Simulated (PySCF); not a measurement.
Compound: allyl methyl ether, C₄H₈O.
Numbering: `[CH2:1]=[CH:2][CH2:3][O:4][CH3:5]` (hydrogens: H6, H7 on C1; H8 on C2; H9, H10 on C3; H11, H12, H13 on C5)

Torsions of this conformer, `[CH2:1]=[CH:2][CH2:3][O:4][CH3:5]`: C1–C2–C3–O4 -130°, C2–C3–O4–C5 69°.

The closed-shell ground state was solved at several levels (PySCF, density fitting, gas phase, non-relativistic). The structure is a single GFN2-xTB conformer in the gas phase; no vibrational or solvent corrections.

| level | basis functions | HOMO (eV) | LUMO (eV) | gap (eV) | dipole (D) |
| --- | --- | --- | --- | --- | --- |
| CAM-B3LYP/def2-SVPD | 167 | -8.98 | 1.12 | 10.10 | 1.33 |
| PBE0/pcSseg-1 | 125 | -7.41 | 0.13 | 7.54 | 1.27 |

(1) What might B3LYP/pcJ-1 (215 basis functions) give for the same quantities?

(2) Over all these levels, which gives the widest orbital gap and which the narrowest?

(3) How far do the dipole and the HOMO energy spread over the levels?

Results:

(1) HOMO -7.15 eV, LUMO -0.09 eV, gap 7.06 eV, dipole 1.24 D.

(2) CAM-B3LYP/def2-SVPD (range-separated hybrid) has the widest, 10.10 eV, and B3LYP/pcJ-1 (global hybrid, 20 % exact exchange) the narrowest, 7.06 eV. Functional and basis both differ between the two, so the spread mixes both effects.

(3) The dipole runs from 1.24 to 1.33 D (mean 1.28 D) and the HOMO from -8.98 to -7.15 eV.
